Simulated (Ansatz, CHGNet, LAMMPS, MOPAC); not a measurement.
Ladder of methods for the lattice parameter a of zinc-blende HgTe

Reference value: 6.46 Å (measured, room temperature, no zero-point or thermal correction; as tabulated in Cava et al. (2013), arXiv:1302.1059).

```csv
level (code),value (Å),difference (%)
Stillinger–Weber CdTeZnSeHgS0.sw (LAMMPS),6.460,0.00
MNDO semi-empirical Hartree-Fock (MOPAC),5.925,-8.28
CHGNet 0.3.0,6.656,+3.03
LDA (Ansatz),6.435,-0.39
PBE (Ansatz),6.650,+2.94
PBE-D4 (Ansatz),6.542,+1.27
rVV10 (Ansatz),6.665,+3.17
r²SCAN+SOC (Ansatz),6.550,+1.39
r²SCAN-D4 (Ansatz),6.544,+1.30
HSE06 (Ansatz),6.564,+1.61
r²SCANh (Ansatz),6.551,+1.41
Hartree–Fock (Ansatz),6.722,+4.06
```

Leaving aside Stillinger–Weber CdTeZnSeHgS0.sw (doubt noted below): The reference is not for a static lattice or low temperature, so close values are not ranked against it. Off by more than 1.25 %, or 1.75 % on the side where a correction would as a rule narrow the miss (bounds picked here): MNDO semi-empirical Hartree-Fock (MOPAC) (-8.28 %), Hartree–Fock (+4.06 %), rVV10 (+3.17 %), CHGNet 0.3.0 (+3.03 %), PBE (+2.94 %), HSE06 (+1.61 %), r²SCANh (+1.41 %), r²SCAN+SOC (+1.39 %), r²SCAN-D4 (+1.30 %), PBE-D4 (+1.27 %).

The reference isn't brought to a static lattice, while the calculations are for one, so the differences are not the levels' errors alone. A static lattice is as a rule a little smaller than the measured one.  Density-functional levels without +SOC have no spin–orbit coupling. Stillinger–Weber CdTeZnSeHgS0.sw: the potential file covers more elements than this solid holds. MNDO semi-empirical Hartree-Fock (MOPAC): the cell moved over 20 % in volume from its start. MNDO semi-empirical Hartree-Fock (MOPAC): the method was fitted mainly to molecules. MNDO semi-empirical Hartree-Fock (MOPAC): the run uses a supercell at the zone centre in place of a k mesh. Hartree–Fock: the cell is over a tenth larger than the published one: the level's own overestimate first of all, though another phase or state, or a fault of the published cell, is possible. Cutoffs and k meshes differ between the levels. Ansatz's density-functional and Hartree–Fock values are scalar-relativistic unless marked +SOC, with PAW data made under PBE.

Empirical potentials (Stillinger–Weber CdTeZnSeHgS0.sw) are fitted to chosen data: where that held the value shown, agreement is built in, and what lay outside the fit can be far off. Machine-learned potentials (CHGNet 0.3.0) are trained on DFT data: a solid inside that data is no test of them.

Differences are worked out from the printed values.

Ansatz is a quantum-chemistry and plane-wave program.
